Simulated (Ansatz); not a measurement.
Gas-phase electronic energies from Ansatz, PBE0-D4/def2-TZVP geometries. CBS: MP2 limit from def2 TZ/QZ plus the TZ coupled-cluster correction, frozen cores. This one scheme is used for every species. Functionals use def2-TZVPP.

Reaction (substitution at a C–C bond): `CC1CCO1` + H–F → `FC1CCO1` + CH₄

```tsv
species	ωB97X-V energy (Eh)
`CC1CCO1`	-232.45143
H–F	-100.45411
`FC1CCO1`	-292.39198
CH₄	-40.51649
```

Work out ΔE.

ΔE = (-292.39198) + (-40.51649) − (-232.45143) − (-100.45411) = -0.00293 Eh = -7.7 kJ/mol. CCSD(T)/CBS gives +8.8 kJ/mol.

What do rigid-rotor, harmonic-oscillator terms from PBE0-D4/def2-TZVP frequencies (298.15 K, 1 bar) make of the CCSD(T)/CBS value? (Best estimate.)

The calculation gave: ΔZPE = +0.2 kJ/mol, ΔH = +8.2 kJ/mol, ΔS = 1 J/(mol·K), ΔG = +7.9 kJ/mol.

Largest T1 diagnostic among the species: 0.012.

From BLYP to BHLYP (50 % exact exchange), in def2-TZVPP and without D4, ΔE moves by +7.9 kJ/mol. Leaving LDA and LC-ωPBE aside and taking each functional with its dispersion term where it has one, the values, not all of them listed here, spread over 14.9 kJ/mol, from B97M-V to PBE-QIDH. LDA lies +4.7 kJ/mol from PBE without D4.
